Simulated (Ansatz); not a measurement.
C₅H₇N (`Cc1ccc[nH]1`) from Hartree–Fock to CCSD(T)

Cartesian coordinates in Å:
```
C -1.7650 0.1942 -0.7390
C -0.3927 -0.0086 -0.2113
C 0.5754 -0.9243 -0.5433
C 1.7089 -0.6751 0.2716
C 1.4012 0.3865 1.0790
N 0.1279 0.7792 0.7763
H -1.9740 -0.5427 -1.5143
H -1.8922 1.1869 -1.1831
H -2.5260 0.0799 0.0399
H 0.4738 -1.6919 -1.2952
H 2.6435 -1.2136 0.2660
H 1.9780 0.8906 1.8374
H -0.3588 1.5389 1.2160
```

Charge 0, multiplicity 1. All single points use the PBE0-D4/def2-TZVP geometry. Frozen core, restricted reference, Ansatz 0.2.0. CBS rows extrapolate triple and quadruple zeta; past MP2 they add the triple-zeta difference.

| basis | HF (Eh) | MP2 corr. | CCSD corr. | (T) | CCSD(T) total |
| --- | --- | --- | --- | --- | --- |
| def2-SVP | -247.67277 | -0.83614 | -0.87879 | -0.03408 | -248.58564 |
| def2-TZVPP | ? | -1.01954 | -1.04620 | ? | ? |
| def2-QZVPP | -247.95632 | ? | – | – | – |
| CBS(def2) | ? | -1.13387 | -1.16053 | as TZ | ? |

(1) Fill in the withheld values. (Best estimate.)

## Answers

(1) Computed: def2-TZVPP HF (Eh): -247.94514; def2-TZVPP (T): -0.05109; def2-TZVPP CCSD(T) total: -249.04243; def2-QZVPP MP2 corr.: -1.08522; CBS(def2) HF (Eh): -247.95786; CBS(def2) CCSD(T) total: -249.16948.
